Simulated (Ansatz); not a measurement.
hcp Co: LDA at its full settings (plane-wave cutoff 520 eV, 24×24×14 k mesh (along the axes of the cell as run), Fermi–Dirac smearing 0.05 eV, spin-polarised with parallel moments, scalar-relativistic PAW data made under PBE) and at cheaper ones, in a cell of 2 atoms with Γ-centred meshes.

```json
[
 {"level and setting": "LDA (Ansatz)", "lattice constant a (Å)": "2.429", "lattice parameter c (Å)": "3.919", "bulk modulus B0 (GPa)": "273"},
 {"level and setting": "LDA (Γ point alone) (Ansatz)", "lattice constant a (Å)": "2.286", "lattice parameter c (Å)": "5.057", "bulk modulus B0 (GPa)": "310"},
 {"level and setting": "LDA (2×2×2 k mesh) (Ansatz)", "lattice constant a (Å)": "2.449", "lattice parameter c (Å)": "4.019", "bulk modulus B0 (GPa)": "250"},
 {"level and setting": "LDA (4×4×4 k mesh) (Ansatz)", "lattice constant a (Å)": "2.423", "lattice parameter c (Å)": "3.956", "bulk modulus B0 (GPa)": "280"}
]
```

Largest shifts from the full settings: lattice constant a -5.89 % (LDA (Γ point alone)), against a difference of -3.11 % of the full result from the reference 2.507 Å (measured, 293 K, not corrected to a static lattice; as tabulated in Wikipedia's data pages); lattice parameter c +29 % (LDA (Γ point alone)), against a difference of -3.71 % of the full result from the reference 4.07 Å (measured, 293 K, not corrected to a static lattice; as tabulated in Wikipedia's data pages); bulk modulus +13.6 % (LDA (Γ point alone)), against a difference of +41 % of the full result from the reference 193 GPa (measured, zero-point energy and finite temperature contributions removed, our sources range from 193 to 198; as tabulated in doi:10.1021/acs.jctc.3c00612).

The full settings aren't shown to be converged themselves.

Ansatz's density-functional and Hartree–Fock values are scalar-relativistic unless marked +SOC, with PAW data made under PBE.

Run with cheap settings on purpose, which may leave them unconverged: LDA (2×2×2 k mesh), LDA (4×4×4 k mesh), LDA (Γ point alone).

Ansatz is a first-principles code.
